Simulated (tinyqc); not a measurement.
RKS/BLYP in the sto-6g basis, for H2F+, spin multiplicity 1, step by step. One step of it, computed by the program tinyqc.

Task: Iteration 2: DIIS coefficients. Solve [B -1; -1 0][c; lambda] = [0; -1] for the coefficients, which sum to one.

B (overlaps of the stored error matrices):
```
                1               2
1   1.2405784e+00  -2.0412650e+00
2  -2.0412650e+00   5.7656958e+00
```

Give: DIIS coefficients.

Result:

DIIS coefficients: 0.704  0.296
